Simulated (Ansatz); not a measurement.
```yaml
crystal:
  periodic: [false, false, false]
  atoms:
    - {symbol: F, position_ang: [-1.432684, -0.563895, -0.011907]}
    - {symbol: Al, position_ang: [-0.008674, 0.316403, 0.012293]}
    - {symbol: N, position_ang: [1.761290, 0.153407, -0.006233]}
    - {symbol: H, position_ang: [2.760964, 0.027124, -0.018020]}
basis:
  gaussian: {orbitals: def2-TZVP}
magnetization: {spin_polarized: true, initial_magnetization: 2}
hamiltonian: {xc: pbe0}
relax: {f_tol: 0.004, max_steps: 80}
```

```sh
$ ansatz run in.yaml --threads 1 --pin off --events-out ev --progress --plain --max-ram 2176MiB
```

Steps of the relaxation (energy above the last step; positions in Å, forces in eV/Å):

```
4
step 1, 254.4 meV
F    -1.433   -0.564   -0.012    0.733   -0.211   -0.013
Al   -0.009    0.316    0.012   -0.370    0.650    0.028
N     1.761    0.153   -0.006   -0.398   -0.326   -0.010
H     2.761    0.027   -0.018    0.036   -0.113   -0.005
```

```
4
step 2, 135.3 meV
F    -1.357   -0.610   -0.014    0.694   -0.020   -0.006
Al   -0.023    0.401    0.016   -0.375    0.335    0.016
N     1.734    0.164   -0.006   -0.192   -0.239   -0.008
H     2.727   -0.022   -0.020   -0.127   -0.076   -0.002
```

```
4
step 3, 50.8 meV
F    -1.247   -0.656   -0.017    0.232   -0.167   -0.008
Al   -0.046    0.482    0.019    0.286    0.352    0.012
N     1.713    0.209   -0.004   -0.922   -0.056    0.004
H     2.662   -0.102   -0.022    0.404   -0.129   -0.008
```

```
4
step 8, 0.0 meV
F    -1.110   -0.699   -0.019    0.000    0.000    0.000
Al   -0.061    0.580    0.023    0.001    0.000    0.000
N     1.659    0.214   -0.003    0.000    0.000    0.000
H     2.592   -0.163   -0.024   -0.001    0.000    0.000
```

Close pairs at the end: N3–H4 1.007 Å, F1–Al2 1.655 Å, Al2–N3 1.758 Å.

A stationary point of unrestricted PBE0 after 8 steps, with ⟨S²⟩ = 2.004 against 2.00 for a pure state; no frequencies were run, so it isn't proven a minimum. 60 s on 1 thread of Arm Neoverse V1, shared host.
